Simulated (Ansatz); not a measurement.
in.yaml

```yaml
crystal:
  periodic: [false, false, false]
  atoms:
    - {symbol: Si, position_ang: [0.000000, 0.000000, 0.000000]}
    - {symbol: N, position_ang: [0.000000, 0.000000, 5.092000]}
basis:
  gaussian: {orbitals: 6-31G}
magnetization: {spin_polarized: false, initial_magnetization: 3}
correlation: {method: fic_mrcisd_q, electrons: outside_noble_gas, active_space: {window: {electrons: 9, orbitals: 8}, shells: [{species: "N", l: s, shell: 2}, {species: "N", l: p, shell: 2}, {species: Si, l: s, shell: 3}, {species: Si, l: p, shell: 3}]}}
```

```sh
$ ansatz run in.yaml --threads 1 --pin off --events-out ev --progress --plain --max-ram 2393MiB
```

Log:

```
427 factors; integrals over basis functions are off by at most 3.8e-8 eV
mean field evaluation 1: about -9329.8914 eV, gradient 1.9e1 eV
mean field evaluation 2: about -9329.8916 eV, gradient 1.9e1 eV
mean field evaluation 4: about -9330.1964 eV, gradient 1.9e1 eV
mean field evaluation 8: about -9330.7272 eV, gradient 1.7e1 eV
mean field evaluation 16: about -9335.4368 eV, gradient 2.2e-3 eV
mean field evaluation 32: about -9337.6208 eV, gradient 2.6e-6 eV
mean field evaluation 64: about -9337.1204 eV, gradient 7.8e0 eV
mean field evaluation 96: about -9337.6210 eV, gradient 1.2e-2 eV
mean field evaluation 128: about -9337.6215 eV, gradient 7.5e-2 eV
mean field evaluation 160: about -9334.8448 eV, gradient 9.0e0 eV
mean field evaluation 192: about -9335.4178 eV, gradient 6.5e-1 eV
mean field evaluation 224: about -9329.8006 eV, gradient 2.2e1 eV
mean field -9337.62171184 eV, -343.1512686428 hartree, gradient 1.8e-6 eV, S^2 3.750000; 10 other end points of the search recorded, 0 dependent functions left out
reference -9337.62171184 eV, -343.1512686428 hartree; 12, 9 occupied and 10, 13 virtual orbitals, 427 factors
state -9339.59150672 eV, -343.2236572694 hartree
contracted CI cycle   1: correlation 0.00000000 eV, 0.0000000000 hartree, residual 8.64e0 eV
contracted CI cycle   2: correlation -1.25361823 eV, -0.0460696204 hartree, residual 6.04e-1 eV
contracted CI cycle   3: correlation -1.26339574 eV, -0.0464289372 hartree, residual 1.00e-1 eV
contracted CI cycle   4: correlation -1.26366694 eV, -0.0464389034 hartree, residual 1.45e-2 eV
contracted CI cycle   5: correlation -1.26367108 eV, -0.0464390556 hartree, residual 4.20e-3 eV
contracted CI cycle   6: correlation -1.26367142 eV, -0.0464390682 hartree, residual 7.98e-4 eV
state -9339.59150672 eV, -343.2236572694 hartree; corrected -9340.88679174 eV, -343.2712581160 hartree
Total energy: -9340.88679174 eV, -343.2712581160 hartree
Checks for a lower state left out: starts, orbital_swaps
```

Natural occupations: 2.0000 1.9612 1.0021 1.0021 1.0000 0.9979 0.9979 0.0388.

Ran on 1 thread of Arm Neoverse V1, shared host: 2.5 s wall, 0.18 GiB peak host memory.
